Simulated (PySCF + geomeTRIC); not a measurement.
Species: HO, SMILES `[OH]` (charge 0, multiplicity 2).

Give a relaxed geometry from PySCF + geomeTRIC with TPSSh-D3(BJ)/def2-TZVP.

the end point of this relaxation (outside a Z-matrix the atoms follow the SMILES, hydrogens last).
Z-matrix (Å, degrees):
```
O
H 1 0.9789
```
